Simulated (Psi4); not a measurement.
# r2SCAN/def2-TZVP (density fitting, sweep point 7) run of F3NS (thiazyl trifluoride)

We compute the energy of F3NS (thiazyl trifluoride). 

The results are computed with Psi4 1.11.

## (1) Starting point

F3NS has 5 atoms, charge 0, and is taken as a singlet. As SMILES, `N#S(F)(F)F`. Geometry: relaxed at GFN2-xTB.

Bond lengths: N1–S2 1.414 Å, S2–F3 1.622 Å, S2–F4 1.623 Å, S2–F5 1.622 Å. Angles: N1–S2–F3 123.3°, N1–S2–F4 123.2°, N1–S2–F5 123.3°, F3–S2–F4 92.8°, F3–S2–F5 92.8°, F4–S2–F5 92.8°.

## (2) The energy at r2SCAN/def2-TZVP (density fitting, sweep point 7)

Input file calc.py:

```python
import psi4

psi4.set_memory('1600 MB')
psi4.set_num_threads(1)
psi4.set_output_file('output.dat', False)

geom = psi4.geometry("""
0 1
N     -0.358080    -0.004690     1.626160
S     -0.053300    -0.000320     0.245520
F      1.060160    -0.972240    -0.423820
F     -1.148560    -0.328830    -0.906480
F      0.499780     1.306070    -0.541380
symmetry c1
""")

psi4.set_options({
    'basis': 'def2-TZVP',
    'scf_type': 'df',
    'damping_percentage': 30,
})

E, wfn = psi4.energy('r2scan', molecule=geom, return_wfn=True)
print(f'r2scan energy: {E:.10f} Eh')
for k, v in sorted(psi4.core.scalar_variables().items()):
    print(f'{k:45s} {v:18.10f}')
```

The run is started by

```
python calc.py
```

Q: Predict the results. Wanted: total energy; dipole moment; HOMO energy; LUMO energy; HOMO–LUMO gap.

**Answer.** As computed:

Level: r2SCAN/def2-TZVP (density fitting, sweep point 7).

| quantity | value |
| --- | --- |
| total energy | -752.37455 Eh |
| dipole moment | 1.31 D |
| HOMO energy | -9.00 eV |
| LUMO energy | -3.43 eV |
| HOMO–LUMO gap | 5.56 eV |
